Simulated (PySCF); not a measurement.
## One elementary step

Start structure (SiNH8F, singlet), relaxed at PBE0-D4/def2-TZVP:

```
11
angstrom
Si -0.5430 0.9980 -1.6998
H 0.4073 -0.1234 -1.4766
H -1.0523 0.8721 -3.0948
H 0.1386 2.3035 -1.5552
H -1.6965 0.8757 -0.7759
H 0.4758 0.2676 1.3155
F 0.4800 1.2172 1.1273
H 0.3724 -1.7667 0.6058
N 0.4489 -1.3377 1.5208
H 1.2910 -1.6910 1.9588
H -0.3423 -1.6439 2.0744
```

The step: SiH₄ + NH₃ + HF → SiH₃F ([F][SiH3]) + NH₃ + H₂; bonds formed: Si1–F7, H2–H8, H6–N9; bonds broken: Si1–H2, H6–F7, H8–N9. PySCF 2.14 with density fitting (its default auxiliary sets; JK sets also for MP2 and CCSD(T)); basis: def2-TZVPP and def2-QZVPP; cores frozen in the correlated methods. Extrapolation: Hartree–Fock as exp(−7.88 √X), correlation as X^−2.97. Energies below are by CCSD(T) at an estimated basis limit (MP2 extrapolated from triple and quadruple zeta, plus CCSD(T) − MP2 in triple zeta).

Problem. What are the electronic barrier and the energy of the step, from the start structure to the end structure? (Judge from chemistry; the value comes from the calculation.)

Solution. Computed: Barrier 28.82 kcal/mol; step energy -14.68 kcal/mol (downhill); reverse barrier, their difference, 43.51 kcal/mol. Barrier and step energy count from the start structure, the reverse barrier from the end structure.

The saddle point: One imaginary mode of 530i cm⁻¹.
```tsv
pair	start (Å)	saddle (Å)	end (Å)
Si1–F7	3.01	1.74	1.61
H2–H8	2.65	1.13	0.75
H6–N9	1.62	1.03	1.01
Si1–H2	1.49	1.66	3.99
H6–F7	0.97	1.81	2.49
H8–N9	1.01	1.18	2.75
```

Zero-point energy (harmonic, PBE0-D4): ZPE is 50.95 kcal/mol at the start and 50.55 kcal/mol at the saddle, so the barrier goes from 28.82 to 28.42 kcal/mol.

T1 diagnostic: at most 0.012.

Labels in which every atom is bracketed show which atoms are joined, not bond orders.

For scale, one of the runs: CCSD(T)/def2-TZVPP, 216 basis functions, launched by `OMP_NUM_THREADS=4 python run.py`. Time: 10 min of wall clock on 4 CPU threads of an Arm Neoverse V1; the host was shared. Peak host memory: 3.2 GiB.
